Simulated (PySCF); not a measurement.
Species: C3H2O3.
Structure used (PBE0-D3(BJ)/def2-SVP), in Å, numbered top down from 1:
```xyz
8
C3H2O3 angstrom
O     -1.6343   -0.0468    1.7705
C     -1.1188   -0.0992    0.7304
C     -0.8353   -0.2353   -0.5678
O      0.4268   -0.0734   -1.1090
C      1.3552    0.2390   -0.2280
O      1.1098    0.3661    0.9460
H     -1.6146   -0.4871   -1.2813
H      2.3449    0.3617   -0.7008
```

Computed with EOM-IP-CCSD/aug-cc-pVDZ in PySCF, restricted Hartree–Fock reference, 6 core orbitals frozen, non-relativistic, gas phase, PBE0-D3(BJ)/def2-SVP geometry.

Hartree–Fock orbital energies give these Koopmans values (eV): HOMO 9.55, HOMO-1 13.37, HOMO-2 14.45, HOMO-3 15.94, HOMO-4 16.82, HOMO-5 17.16, HOMO-6 17.95, HOMO-7 18.96.

What vertical ionisation energies does EOM-IP-CCSD give?

```csv
leading hole (HF orbital),Koopmans (eV),EOM-IP-CCSD (eV),change (eV),one-hole share
HOMO,9.55,8.93,-0.62,0.96
HOMO-1,13.37,11.53,-1.84,0.94
HOMO-2,14.45,13.06,-1.39,0.94
HOMO-3,15.94,14.15,-1.79,0.94
HOMO-5,17.16,15.03,-2.13,0.89
HOMO-4,16.82,15.16,-1.66,0.93
HOMO-6,17.95,16.50,-1.45,0.94
HOMO-7,18.96,16.73,-2.23,0.89
```

Does the order of the lines follow the orbital energies?

No: the HOMO-5 hole (15.03 eV) falls below the HOMO-4 hole (15.16 eV). The corrections run from -2.23 to -0.62 eV, with a mean of -1.64 eV over the 8 lines; no line lies above its Koopmans value. Koopmans values leave out both the relaxation of the orbitals and the change in correlation energy.

At what kinetic energies would He I light (21.22 eV) eject these electrons?

12.29 eV (HOMO), 9.69 eV (HOMO-1), 8.16 eV (HOMO-2), 7.07 eV (HOMO-3), 6.19 eV (HOMO-5), 6.06 eV (HOMO-4), 4.72 eV (HOMO-6), 4.49 eV (HOMO-7).

What total energy has the lowest final state, and which wavelength reaches it?

E(CCSD) + ionisation energy = -340.33105 + 0.32803 = -340.00302 Eh, at the geometry of the initial state. The threshold wavelength is 1239.84 eV nm/8.93 eV = 138.8 nm.

Lines less than 0.15 eV apart could change places at a higher level. One root was sought for each valence orbital with −ε under 21 eV, eight at most, so deeper holes and satellites are missing; no vibrational structure.

One conformer stands for the species.
